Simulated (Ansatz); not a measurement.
Reaction: C2H4Cl2 (SMILES ClCCCl) → 2 CH2Cl (SMILES [CH2]Cl, doublet) (the C-C bond breaks)
Each species at its own B3LYP-D3(BJ)/def2-TZVP minimum (Ansatz, a quantum-chemistry and plane-wave program), one conformer.

Total energies in hartree (Ansatz). Open shells are spin-unrestricted; no spin-orbit coupling. Cores are frozen in correlated methods. No relativity.

```tsv
species	HF/cc-pV(T+d)Z	CCSD(T)/cc-pV(T+d)Z	HF/cc-pV(Q+d)Z	CCSD(T)/cc-pV(Q+d)Z	CCSD(T)/cc-pV(D+d)Z	CCSDT(Q)/cc-pV(D+d)Z
1: C2H4Cl2 (SMILES C(Cl)CCl)	-997.13711	-997.94630	-997.14940	-998.01734	-997.71164	-997.71381
2: CH2Cl (SMILES [CH2]Cl, doublet)	-498.51663	-498.90011	-498.52303	-498.93482	-498.78429	-498.78553
```

Work out the bond dissociation energy (electronic) in kcal/mol: take Hartree-Fock from cc-pV(Q+d)Z, extrapolate the CCSD(T) correlation energy as X^-3 (X = 3, 4), and add CCSDT(Q) - CCSD(T) in cc-pV(D+d)Z. 1 hartree = 627.51 kcal/mol.


Species 1: correlation (64·(-0.86794) - 27·(-0.80919))/37 = -0.91081; step -0.00217; E1 = -997.14940 + (-0.91081) + (-0.00217) = -998.06238
Species 2: correlation (64·(-0.41179) - 27·(-0.38348))/37 = -0.43245; step -0.00124; E2 = -498.52303 + (-0.43245) + (-0.00124) = -498.95672
-1·E1 +2·E2 = 0.14894 hartree = 93.5 kcal/mol.
